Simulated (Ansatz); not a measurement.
in.yaml

```yaml
crystal:
  periodic: [false, false, false]
  atoms:
    - {symbol: Al, position_ang: [0.000000, 0.000000, 0.653528]}
    - {symbol: O, position_ang: [0.000000, 0.000000, -1.093006]}
    - {symbol: H, position_ang: [0.000000, -1.622098, -0.072304]}
    - {symbol: H, position_ang: [0.000000, 1.622098, -0.072304]}
basis:
  gaussian: {orbitals: 6-31G}
magnetization: {spin_polarized: true, initial_magnetization: 1}
hamiltonian: {xc: hf}
output: {orbitals: {seedname: orbitals}}
```

```sh
$ ansatz run in.yaml --threads 1 --pin off --events-out ev --progress --plain --max-ram 4096MiB --backend cpu
```

Q: Roughly how long does this take on 1 thread of AMD EPYC 7R13, shared host, and how much host memory?

A: 0.47 s wall and 0.16 GiB.

```
277 factors; integrals over basis functions are off by at most 2.1e-4 eV
mean field evaluation 1: about -8637.2236 eV, gradient 3.5e1 eV
mean field evaluation 2: about -8637.2301 eV, gradient 3.5e1 eV
mean field evaluation 4: about -8644.7660 eV, gradient 5.0e0 eV
mean field evaluation 8: about -8645.5827 eV, gradient 4.0e-1 eV
mean field evaluation 16: about -8645.6252 eV, gradient 3.5e-5 eV
mean field evaluation 32: about -8645.6148 eV, gradient 4.6e-2 eV
mean field evaluation 64: about -8638.6564 eV, gradient 1.6e1 eV
mean field evaluation 96: about -8639.3277 eV, gradient 2.4e1 eV
mean field evaluation 128: about -8643.8898 eV, gradient 2.3e-1 eV
mean field evaluation 160: about -8642.9986 eV, gradient 5.4e0 eV
mean field evaluation 192: about -8642.6861 eV, gradient 2.6e0 eV
mean field evaluation 224: about -8643.0495 eV, gradient 6.3e0 eV
mean field -8645.62523629 eV, -317.7208672184 hartree, gradient 1.1e-5 eV, S^2 1.137838; 2 other end points of the search recorded, 0 dependent functions left out
reference -8645.62523629 eV, -317.7208672184 hartree; 12, 11 occupied and 14, 15 virtual orbitals, 277 factors
Total energy: -8645.62523629 eV, -317.7208672184 hartree
```
